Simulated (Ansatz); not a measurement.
Start from `O=C=CO` and change one atom or group to get `O=C=C(O)F`.

Ansatz, PBE0-D4/def2-TZVP geometries, multiplicity 1. Each molecule was computed in one conformer, which needn't be the lowest.

```csv
property,`O=C=CO`
HOMO energy (ωB97M-V/def2-TZVPP) / eV,-8.93
HOMO energy (B3LYP/def2-TZVPP) / eV,-6.50
"ideal-gas entropy at 298 K and 1 bar (rigid rotor, harmonic PBE0-D4/def2-TZVP) / J/(mol·K)",278
zero-point energy (PBE0-D4/def2-TZVP) / kJ/mol,98.9
HOMO–LUMO gap (PBE/def2-TZVPP) / eV,2.78
size of the dipole moment (PBE/def2-TZVPP) / D,1.94
```

What does the change do to each property? (An estimate is asked.)

The calculation gave: 
```csv
property,`O=C=C(O)F`,shift
HOMO energy (ωB97M-V/def2-TZVPP) / eV,-8.85,0.08
HOMO energy (B3LYP/def2-TZVPP) / eV,-6.43,0.07
"ideal-gas entropy at 298 K and 1 bar (rigid rotor, harmonic PBE0-D4/def2-TZVP) / J/(mol·K)",297,19
zero-point energy (PBE0-D4/def2-TZVP) / kJ/mol,80.3,-18.6
HOMO–LUMO gap (PBE/def2-TZVPP) / eV,2.16,-0.62
size of the dipole moment (PBE/def2-TZVPP) / D,1.96,0.02
```

With PBE0 the HOMO rises by 0.09 eV and the LUMO falls by 0.47 eV, so the gap narrows by about 0.56 eV. PBE moves the HOMO by 0.17 eV and ωB97M-V by 0.08 eV. Dipoles are sizes alone; their direction can turn.

B3LYP here is the variant with VWN-RPA as its local correlation; programs differ in this.
